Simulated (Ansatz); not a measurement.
Reaction (SMILES): CCl (CH3-Cl) + [H][H] (H2) → C (CH4) + Cl (HCl)
B3LYP-D3(BJ)/def2-TZVP geometries, fixed; electronic energies without zero-point terms.
Largest species:
```
C
H 1 1.0858
H 1 1.0858 2 110.57
H 1 1.0858 2 110.57 3 -122.80
Cl 1 1.7944 2 108.35 3 118.60
```

Energies in hartree at MP2 with Ansatz (a first-principles code); the energy of full hydrogenation is their sum with the coefficients shown, times 627.509 kcal/mol a hartree. All functions are spherical. Cores are frozen. No added dispersion term, no relativity.

```json
[
 {"species": "CCl (CH3-Cl)", "coefficient": "-1", "part": "Hartree-Fock", "cc-pV(D+d)Z": "-499.11954", "cc-pV(T+d)Z": "-499.14866", "cc-pV(Q+d)Z": "-499.15509"},
 {"species": "CCl (CH3-Cl)", "coefficient": "-1", "part": "correlation", "cc-pV(D+d)Z": "-0.28794", "cc-pV(T+d)Z": "-0.37308", "cc-pV(Q+d)Z": "-0.40402"},
 {"species": "[H][H] (H2)", "coefficient": "-1", "part": "Hartree-Fock", "cc-pV(D+d)Z": "-1.12874", "cc-pV(T+d)Z": "-1.13293", "cc-pV(Q+d)Z": "-1.13342"},
 {"species": "[H][H] (H2)", "coefficient": "-1", "part": "correlation", "cc-pV(D+d)Z": "-0.02641", "cc-pV(T+d)Z": "-0.03169", "cc-pV(Q+d)Z": "-0.03312"},
 {"species": "C (CH4)", "coefficient": "+1", "part": "Hartree-Fock", "cc-pV(D+d)Z": "-40.19870", "cc-pV(T+d)Z": "-40.21333", "cc-pV(Q+d)Z": "-40.21615"},
 {"species": "C (CH4)", "coefficient": "+1", "part": "correlation", "cc-pV(D+d)Z": "-0.16119", "cc-pV(T+d)Z": "-0.19830", "cc-pV(Q+d)Z": "-0.21010"},
 {"species": "Cl (HCl)", "coefficient": "+1", "part": "Hartree-Fock", "cc-pV(D+d)Z": "-460.09154", "cc-pV(T+d)Z": "-460.10776", "cc-pV(Q+d)Z": "-460.11172"},
 {"species": "Cl (HCl)", "coefficient": "+1", "part": "correlation", "cc-pV(D+d)Z": "-0.14916", "cc-pV(T+d)Z": "-0.20330", "cc-pV(Q+d)Z": "-0.22321"}
]
```

### Question
Predict the energy of full hydrogenation in cc-pV(5+d)Z (X = 5): let each Hartree-Fock step shrink by the ratio of the last two, and fit each correlation energy at X = 3 and 4 to E + A/X^3. Compare with the run.

### Answer

- CCl (CH3-Cl): steps -0.02912 and -0.00643, ratio 0.221, so Hartree-Fock -499.15651 (run: -499.15644); A = (-0.37308 - (-0.40402))/(1/27 - 1/64) = 1.4450, correlation -0.40402 - A/64 + A/125 = -0.41504 (run: -0.41649).
- [H][H] (H2): steps -0.00419 and -0.00049, ratio 0.117, so Hartree-Fock -1.13348 (run: -1.13357); A = (-0.03169 - (-0.03312))/(1/27 - 1/64) = 0.0668, correlation -0.03312 - A/64 + A/125 = -0.03363 (run: -0.03367).
- C (CH4): steps -0.01463 and -0.00282, ratio 0.193, so Hartree-Fock -40.21669 (run: -40.21689); A = (-0.19830 - (-0.21010))/(1/27 - 1/64) = 0.5511, correlation -0.21010 - A/64 + A/125 = -0.21430 (run: -0.21437).
- Cl (HCl): steps -0.01622 and -0.00396, ratio 0.244, so Hartree-Fock -460.11269 (run: -460.11243); A = (-0.20330 - (-0.22321))/(1/27 - 1/64) = 0.9299, correlation -0.22321 - A/64 + A/125 = -0.23030 (run: -0.23141).
Predicted -22.16 kcal/mol; the run in cc-pV(5+d)Z gives -21.92, a miss of -0.24. Keeping the value in cc-pV(Q+d)Z, -22.30, would miss by -0.38. All sums are of the energies as printed.
